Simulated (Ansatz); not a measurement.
Process, species as SMILES: FCF → F[CH2] (CH2-F) + F atom
B3LYP-D3(BJ)/def2-TZVP geometries, fixed; electronic energies without zero-point terms.

Energies in hartree at MP2 with Ansatz (a program for electronic structure); the bond dissociation energy is their sum with the coefficients shown, times 627.509 kcal/mol a hartree. All functions are spherical. Cores are frozen. Open shells are unrestricted. No added dispersion term, no relativity.

| species | coefficient | part | cc-pVDZ | cc-pVTZ | cc-pVQZ |
|---|---|---|---|---|---|
| FCF | -1 | Hartree-Fock | -237.91087 | -237.99426 | -238.01390 |
| FCF | -1 | correlation | -0.51130 | -0.67358 | -0.73261 |
| [CH2]F (CH2-F) | +1 | Hartree-Fock | -138.41247 | -138.46090 | -138.47244 |
| [CH2]F (CH2-F) | +1 | correlation | -0.30422 | -0.39804 | -0.43168 |
| F atom | +1 | Hartree-Fock | -99.37524 | -99.40552 | -99.41377 |
| F atom | +1 | correlation | -0.14060 | -0.19983 | -0.22144 |

### Question
Predict the bond dissociation energy in cc-pV5Z (X = 5): let each Hartree-Fock step shrink by the ratio of the last two, and fit each correlation energy at X = 3 and 4 to E + A/X^3. Compare with the run.

### Answer

- FCF: steps -0.08339 and -0.01964, ratio 0.236, so Hartree-Fock -238.01854 (run: -238.01926); A = (-0.67358 - (-0.73261))/(1/27 - 1/64) = 2.7569, correlation -0.73261 - A/64 + A/125 = -0.75363 (run: -0.75707).
- [CH2]F (CH2-F): steps -0.04843 and -0.01154, ratio 0.238, so Hartree-Fock -138.47519 (run: -138.47566); A = (-0.39804 - (-0.43168))/(1/27 - 1/64) = 1.5711, correlation -0.43168 - A/64 + A/125 = -0.44366 (run: -0.44551).
- F atom: steps -0.03028 and -0.00825, ratio 0.272, so Hartree-Fock -99.41601 (run: -99.41605); A = (-0.19983 - (-0.22144))/(1/27 - 1/64) = 1.0092, correlation -0.22144 - A/64 + A/125 = -0.22914 (run: -0.23068).
Predicted 130.63 kcal/mol; the run in cc-pV5Z gives 130.79, a miss of -0.16. Keeping the value in cc-pVQZ, 130.01, would miss by -0.78. All sums are of the energies as printed.
